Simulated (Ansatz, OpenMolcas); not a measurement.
## Exact exchange and the HOMO–LUMO gap of C2H5NO (Acetaldoxime)

C2H5NO has 9 atoms, charge 0, and is taken as a singlet. SMILES: `C/C=N/O`. The coordinates come from a PBE0-D4/def2-TZVP relaxation. This is one conformer, not always the lowest.

The HOMO–LUMO gap y, in eV, basis def2-SVP; a is the functional's share of exact exchange. Programs: Ansatz 0.2.0, OpenMolcas 26.06.

| functional | program | a | y (eV) |
| --- | --- | --- | --- |
| TPSS | OpenMolcas | 0 | 5.30 |
| r2SCAN | Ansatz | 0 | 5.54 |
| B3LYP | Ansatz | 0.2 | 7.09 |
| r2SCAN0 | Ansatz | 0.25 | 7.89 |
| PBE0 | Ansatz | 0.25 | ? |
| BHLYP | Ansatz | 0.5 | 10.12 |

Problem. Fit y = c + s·a to the known rows and predict PBE0.

Solution. 
1. Means of the 5 rows: a = 0.1900, y = 7.188.
2. Σ(Δa)² = 0.172, Σ(Δa·Δy) = 1.6219, so the slope is 1.6219/0.172 = 9.4297.
3. Intercept: 7.188 − (9.4297) × 0.1900 = 5.396. The largest residual of the fit is 0.19.
4. PBE0: 5.396 + (9.4297) × 0.25 = 7.75 eV.

The run gave 7.60 eV, so the prediction is off by +0.15 eV, within the scatter of the fit. Exact exchange lowers occupied levels and raises empty ones. The rows mix families of semi-local functionals, which the line can't see.
